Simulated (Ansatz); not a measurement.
Geometry optimisation, RKS PBE0-D4/def2-mTZVP in Ansatz.

input.yaml

```yaml
crystal:
  periodic: [false, false, false]
  atoms:
    - { symbol: Al, position_ang: [0.32364, 0.010607, 0.017783] }
    - { symbol: C, position_ang: [1.050656, -0.039707, 1.81999] }
    - { symbol: H, position_ang: [0.485837, -0.185558, 2.744672] }
    - { symbol: H, position_ang: [1.824986, -0.814753, 1.767761] }
    - { symbol: H, position_ang: [1.601605, 0.9054, 1.904621] }
    - { symbol: H, position_ang: [1.802489, 0.215759, -0.410325] }
    - { symbol: H, position_ang: [-1.069414, -0.091748, -0.728502] }
basis:
  gaussian: { orbitals: def2-mTZVP }
hamiltonian:
  xc: pbe0
  dispersion: d4
relax:
  f_tol: 0.03
  max_steps: 50
```

Launched with:

```bash
$ ansatz run input.yaml --threads 1 --pin off --max-ram 2048MiB --backend cpu --events-out ev --progress --plain --runs-dir out
```

Question: Where does it end, and by what steps?

Answer: The run converged. After 6 steps the energy has fallen by 0.611 eV; H6 moved furthest, 0.73 Å.

```
step  energy less start (eV)  largest force component (eV/Å)  accepted
   0                  0.0000                           1.574       yes
   1                 -0.3070                           0.749       yes
   2                 -0.4618                           0.338       yes
   3                 -0.5792                           0.276       yes
   4                 -0.6099                           0.106       yes
   5                 -0.6110                           0.034       yes
   6                 -0.6111                           0.007       yes
```

```xyz
7
Properties=species:S:1:pos:R:3
Al 0.568 0.042 -0.001
C 1.087 -0.039 1.881
H 0.243 -0.198 2.557
H 1.809 -0.844 2.060
H 1.589 0.884 2.194
H 1.677 0.257 -1.125
H -0.954 -0.103 -0.451
```

Run time: 11 s on 1 thread of Arm Neoverse V1, on a shared host, peak memory 0.11 GiB.
